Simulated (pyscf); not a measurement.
PySCF, gas phase, ωB97X-D3(BJ)/def2-SVP geometries.

### Question
Estimate by transition-state theory the rate constant of H₃C–C(F)(F)–F + H• → H₃C–C•(F)–F + HF (doublet surface; C–F broken, F–H formed) at 900 K, with ωB97M-D3(BJ)/def2-TZVP energies (ideal gas, 1 atm, RRHO with modes under 100 cm⁻¹ raised to 100, one conformer, R ln 2 for rigid chiral ones; no tunnelling).

### Answer
The electronic barrier is 38.2 kcal/mol and the thermal terms add +16.7, so ΔG‡ = 54.9 kcal/mol. With k_BT/h = 1.88e+13 s⁻¹ and RT = 1.788 kcal/mol, and a volume of 1.23e-19 cm³ per molecule at 1 atm, k = 1.1e-19 cm³ molecule⁻¹ s⁻¹. Wigner's tunnelling factor for 1934i cm⁻¹ would be 1.40, likely too low at so high a frequency. A shift of 1 kcal/mol in the barrier changes k by a factor 1.7. This is the saddle that the search found; another between the same sides may lie lower. The angle at the transferred F is 177°.
